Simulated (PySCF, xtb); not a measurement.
CH₂, SMILES [CH2], multiplicity 3.

Harmonic wavenumbers (cm⁻¹) from GFN2-xTB run with xtb at its own minimum, in rising order: 920, 3134, 3296.

Q: What does B3LYP-D3(BJ)/def2-TZVPD in PySCF give at its own minimum? (The exact figures need the calculation; the answer reports its results.)

A: 1054, 3125, 3363. Paired by order, the mean absolute difference is 70 cm⁻¹ and the zero-point energies are 10.5 and 10.8 kcal/mol.
